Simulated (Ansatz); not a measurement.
## doublet NH(-): levels of theory in one basis

```xyz
2

N     0.0000    0.0000   -0.5344
H     0.0000    0.0000    0.5344
```

Basis set: def2-SVP (spherical functions). Correlated methods keep 1 orbital frozen. Correlation on ROHF uses semicanonical orbitals with singles. Charge -1, multiplicity 2.

Computed with Ansatz (development build ahead of 0.2.0); each method stands on the lowest determinant of its kind that the runs found.

```tsv
method	E − E(ROHF) (eV)	<S²> of the determinant
ROHF	0.00	–
UHF	-0.09	0.76
ROHF-MP2	-3.87	–
UHF-MP2	-3.86	0.76
```

Q: What does ROHF-CCSD(T) give on the same scale?

A: -4.37 eV.

Q: Is a single determinant a sound starting point here?

A: By this sign, yes. Unrestricted orbitals gain 0.09 eV and <S²> is 0.76 against 0.75 for a pure state.

Caution: no diffuse functions for an anion.
